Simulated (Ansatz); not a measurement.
A calculation with Ansatz (development build ahead of 0.2.0).

```yaml
crystal:
  periodic: [false, false, false]
  atoms:
    - { symbol: F, position_ang: [0.03023, -0.34988, -1.21415] }
    - { symbol: H, position_ang: [0.02293, 0.41157, -0.80689] }
    - { symbol: F, position_ang: [0.03636, 0.37559, 1.16085] }
    - { symbol: H, position_ang: [0.00037, -0.49634, 0.82706] }
basis:
  gaussian: { orbitals: aug-cc-pVDZ }
hamiltonian:
  xc: hf
```

The input is written out in the form of the current development build from the run's settings.

Results

```yaml
Converged: yes
Total_energy: -200.06676 hartree
Spin_squared_of_the_determinant: 0.000
```
